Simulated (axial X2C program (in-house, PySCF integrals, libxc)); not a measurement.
**Spin–orbit effects along a row: molecules with Si (ions), HF**

Computed with an in-house relativistic program for diatomic molecules, spin-free (one-electron X2C) or two-component (2c: spin–orbit coupling with atomic mean-field Coulomb and Gaunt terms, which also bring small scalar terms), in Dyall basis sets with cores contracted in-house; open shells are unrestricted.

Basis sets: Al dyall-av3z, Cl dyall-av3z, Mg dyall-av3z, Na dyall-av3z, P dyall-av3z, Si dyall-av3z.

| molecule | spin-free state | Re (Å) | ωe (cm⁻¹) | De (eV) | 2c state | Re 2c (Å) | ωe 2c (cm⁻¹) | De 2c (eV) |
| --- | --- | --- | --- | --- | --- | --- | --- | --- |
| NaSi⁻ | M_S = 1, Λ = 0 | 2.992 | 174.6 | 0.81 | Ω = 1 | 2.993 | 174.6 | 0.81 |
| MgSi⁻ | M_S = 3/2, Λ = 0 | 2.874 | 182.2 | 0.58 | Ω = 3/2 | 2.874 | 182.2 | 0.58 |
| AlSi⁻ | M_S = 1, Λ = 0 | 2.424 | 412.2 | 1.31 | Ω = 1 | 2.425 | 412.0 | 1.30 |
| SiP⁻ | M_S = 0, Λ = 0 | 1.985 | 754.8 | 2.29 | Ω = 0 | 1.985 | 754.7 | 2.29 |
| SiCl⁻ | M_S = 1, Λ = 0 | 2.289 | 334.8 | 1.54 | Ω = 1 | 2.290 | 334.6 | 1.54 |

Fragments in 2c: Si- + Na, Si- + Mg, Si- + Al, P + Si-, Cl- + Si. Each entry is the lowest single determinant of a limited PBE0 search at one distance. De goes to single-determinant-based atoms at the same level (for ions the charge split of lowest energy) and is withheld (n/a) where an atom does not fit its ground term or J level. Main or longest-lived isotopes. One determinant is a doubtful description, or other states lie close, for NaSi⁻, MgSi⁻, AlSi⁻, SiCl⁻; these need not be ground states, and all values refer to the states named. Some open-shell Ω = 0 determinants are out of reach, so the Ω given for NaSi⁻, AlSi⁻, SiCl⁻ need not be the lowest component. With several unpaired electrons the Ω given is that of one determinant, not necessarily of the lowest component. Some light 2c atoms are not at their ground J level, so De misses part of their lowering (0.04 eV or less).
